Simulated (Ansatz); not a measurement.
Input file:

```yaml
crystal:
  periodic: [false, false, false]
  atoms:
    - {symbol: Ga, position_ang: [0.000000, 0.000000, 0.000000]}
    - {symbol: As, position_ang: [0.000000, 0.000000, 2.380000]}
basis:
  gaussian: {orbitals: cc-pVDZ}
magnetization: {spin_polarized: true, initial_magnetization: 0}
correlation: {method: ccsdtq, electrons: outside_noble_gas}
```

```sh
$ ansatz run in.yaml --threads 2 --pin off --events-out ev --progress --plain --max-ram 24576MiB --backend cuda --devices 0, --max-vram 18GiB
```

Output:

```
1050 factors; integrals over basis functions are off by at most 1.7e-7 eV
mean field evaluation 1: about -113124.0005 eV, gradient 1.2e1 eV
mean field evaluation 2: about -113124.0372 eV, gradient 1.2e1 eV
mean field evaluation 4: about -113125.8020 eV, gradient 8.7e-1 eV
mean field evaluation 8: about -113125.8207 eV, gradient 3.5e-3 eV
mean field evaluation 16: about -113125.8207 eV, gradient 4.9e-4 eV
mean field evaluation 32: about -113126.4391 eV, gradient 5.6e-3 eV
mean field evaluation 64: about -113127.6882 eV, gradient 2.0e-8 eV
mean field evaluation 96: about -113125.9718 eV, gradient 7.6e-2 eV
mean field evaluation 128: about -113125.8203 eV, gradient 1.2e-1 eV
mean field evaluation 160: about -113127.3729 eV, gradient 3.0e0 eV
...
mean field -113127.68821398 eV, -4157.3658611626 hartree, gradient 8.2e-9 eV, S^2 1.113049; 30 other end points of the search recorded, 0 dependent functions left out
determinant -113127.68821398 eV, -4157.3658611626 hartree, with singles and doubles -113131.34952374 eV, -4157.5004118144 hartree
determinant -113127.67914090 eV, -4157.3655277330 hartree, with singles and doubles -113131.35604553 eV, -4157.5006514861 hartree
determinant -113127.55330210 eV, -4157.3609032426 hartree, with singles and doubles -113131.37301521 eV, -4157.5012751100 hartree
determinant -113127.55328206 eV, -4157.3609025062 hartree, with singles and doubles -113131.37273049 eV, -4157.5012646468 hartree
determinant -113126.43908260 eV, -4157.3199564313 hartree, with singles and doubles -113130.56418234 eV, -4157.4715510503 hartree
determinant -113125.97214194 eV, -4157.3027966785 hartree, with singles and doubles -113130.44571352 eV, -4157.4671974016 hartree
determinant -113125.87922197 eV, -4157.2993819325 hartree, with singles and doubles -113130.59615363 eV, -4157.4727259738 hartree
determinant -113125.82073555 eV, -4157.2972325961 hartree, with singles and doubles -113130.63291590 eV, -4157.4740769622 hartree
determinant -113125.57129629 eV, -4157.2880658725 hartree, with singles and doubles -113128.97207034 eV, -4157.4130420134 hartree
determinant -113124.79600049 eV, -4157.2595742774 hartree, with singles and doubles -113128.87401881 eV, -4157.4094386864 hartree
determinant -113124.66831933 eV, -4157.2548820812 hartree, with singles and doubles -113128.20194659 eV, -4157.3847404878 hartree
determinant -113124.28688469 eV, -4157.2408646169 hartree, with singles and doubles -113128.46425471 eV, -4157.3943801333 hartree
determinant -113127.68821398 eV, -4157.3658611626 hartree, with singles and doubles -113131.36980332 eV, -4157.5011570754 hartree
determinant -113127.67914090 eV, -4157.3655277330 hartree, with singles and doubles -113131.37470201 eV, -4157.5013370988 hartree
determinant -113127.55330210 eV, -4157.3609032426 hartree, with singles and doubles -113131.37821553 eV, -4157.5014662183 hartree
determinant -113127.55328206 eV, -4157.3609025062 hartree, with singles and doubles -113131.37808961 eV, -4157.5014615908 hartree
28 core orbitals not correlated: weight in the atoms' cores, before any rotation towards them, 0.999 or more for the frozen orbitals, at most 0.001 for the correlated occupied ones
reference -113127.55330210 eV, -4157.3609032426 hartree; 4, 4 occupied and 22, 22 virtual orbitals, 1050 factors
second order -3.06440892 eV of doubles, -0.00000000 eV of singles
...
cycle  33  -4.29622214 eV  change   -3.8e-7 eV  update   1.1e-6
cycle  34  -4.29622245 eV  change   -3.0e-7 eV  update   8.4e-7
cycle  35  -4.29622260 eV  change   -1.6e-7 eV  update   7.0e-7
cycle  36  -4.29622283 eV  change   -2.3e-7 eV  update   5.9e-7
cycle  37  -4.29622291 eV  change   -8.4e-8 eV  update   5.1e-7
cycle  38  -4.29622294 eV  change   -2.9e-8 eV  update   5.3e-7
cycle  39  -4.29622326 eV  change   -3.1e-7 eV  update   4.5e-7
cycle  40  -4.29622339 eV  change   -1.3e-7 eV  update   4.2e-7
cycle   1  -4.29622203 eV  update   3.9e-7
cycle   2  -4.29622193 eV  change    1.0e-7 eV  update   2.8e-7
WARN: the results are in doubt because among natural orbitals full CI differs from the method by +0.595 eV
Total energy: -113131.84952403 eV, -4157.5187864865 hartree
In doubt: among natural orbitals full CI differs from the method by +0.595 eV
```

The determinant lies 0.13 eV above the lowest one of its kind in the log. Its ⟨S²⟩ is 1.06 against 0.00 for a pure state. The T1 diagnostic is 0.037.

Ran on 2 threads of AMD EPYC 7R13 with a shared H100 80 GB, shared host: 59 s wall, 0.86 GiB peak host memory.
